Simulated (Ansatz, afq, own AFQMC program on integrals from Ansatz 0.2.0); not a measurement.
## Al₂H₄, singlet → Al$_{2}$H$_{4}$⁺, doublet

```xyz
6

Al    0.0000    0.0000    1.3086
Al    0.0000    0.0000   -1.3086
H     0.0000    1.3533    2.1524
H     0.0000   -1.3533    2.1524
H     0.0000    1.3533   -2.1524
H     0.0000   -1.3533   -2.1524
```

Connectivity, by distances: AlH2–AlH2.

E(doublet, charge +1) − E(singlet, charge +0) at this geometry, on RHF and UHF determinants.

Basis cc-pVDZ. Noble-gas cores (and the filled d shells of Ga–Kr and In–Xe) are frozen. Integrals, coupled cluster, full CI and functionals: Ansatz 0.2.0; the random walks run on the same integrals in our own AFQMC program. ph-AFQMC/CISD is guided by a CISD state made of CCSD amplitudes; releasing the constraint for a short imaginary time cuts its bias at the price of noise, slowly where states lie close. ± is one standard error of the sampling. The errors of all members are added in quadrature.

No full CI on the walks' own integrals is used here. The released AFQMC energy serves as the reference, which it does only where one determinant dominates, the energy is flat over the last release times and near the phaseless one (40 meV or 2 meV an electron, half that with transition metals). On small molecules, where full CI could be run and the noise was under 10 meV, such values lay within 10 meV of it in 19 cases of 20, a flattering rate, since the rule was set on those same cases; what remains of the bias isn't in the error bar. Each member takes its own surest rung, up to full CI.

Errors are counted within cc-pVDZ, not against nature.

Cautions: Al₂H₄⁺ (doublet): the released value is read at 1.50 1/Eh (meV from the phaseless value at times in 1/Eh: 3 ± 7 at 0.24, 0 ± 7 at 0.50, 0 ± 9 at 1.00, 8 ± 8 at 1.50).

Reference (AFQMC with the constraint released): 206.7 ± 0.2 kcal/mol.

```tsv
level	vertical ionization energy (kcal/mol)	error against released AFQMC (kcal/mol)
HF	193.2	-13.5 ± 0.2
MP2	205.4	-1.3 ± 0.2
CCSD	206.3	-0.4 ± 0.2
CCSD(T)	206.5	-0.2 ± 0.2
ph-AFQMC/CISD	206.8 ± 0.2	0.1 ± 0.3
```

Correlation beyond CCSD(T) changes it by less than twice the noise. The perturbative (T) step is worth +0.2 kcal/mol.

A walk keeps the symmetry of its determinant, which the program's search chose and which needn't be the lowest solution, so a lower state of the same spin and another symmetry isn't excluded. Released energies are given only where the last usable release times agree within the noise; a slower fall can still hide under it.
